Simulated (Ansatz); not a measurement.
# BHNSi: the cost of one run

Computed with Ansatz 0.2.0, Gaussian basis. Level: def2-TZVPP, core rule «outside noble gas», up to 7 orbitals frozen.

The runs, in order: UHF; ROHF; CCSD(T) on UHF.

2 further runs of the same task are left out: 2 set aside as unsound or not needed.

## (1) What is computed

The geometry is a PBE0/def2-TZVP stationary point (not a proven minimum).

4 atoms, charge 0, spin multiplicity 2.

Atoms are counted from 1 here; the program's logs count them from 0.

Bond lengths: N1–B2 1.246 Å, N1–H4 0.993 Å, B2–Si3 1.991 Å. Angles: B2–N1–H4 180.0°, N1–B2–Si3 180.0°.

## (2) UHF

Contents of in.yaml:

```yaml
crystal:
  periodic: [false, false, false]
  atoms:
    - {symbol: N, position_ang: [0.000000, 0.000000, 0.872300]}
    - {symbol: B, position_ang: [0.000000, 0.000000, -0.373400]}
    - {symbol: Si, position_ang: [0.000000, 0.000000, -2.364200]}
    - {symbol: H, position_ang: [0.000000, 0.000000, 1.865300]}
basis:
  gaussian: {orbitals: def2-TZVPP}
magnetization: {spin_polarized: true, initial_magnetization: 1}
hamiltonian: {xc: hf}
output: {orbitals: {seedname: orbitals}}
```

Command:

```
> ansatz run in.yaml --threads 1 --pin off --events-out ev --progress --plain --max-ram 4096MiB --backend cpu
```

**Question.** How long does this run take on 1 thread of AMD EPYC 7R13, shared host, and how much memory does it need?

About 10 s, with a peak of 0.27 GiB.
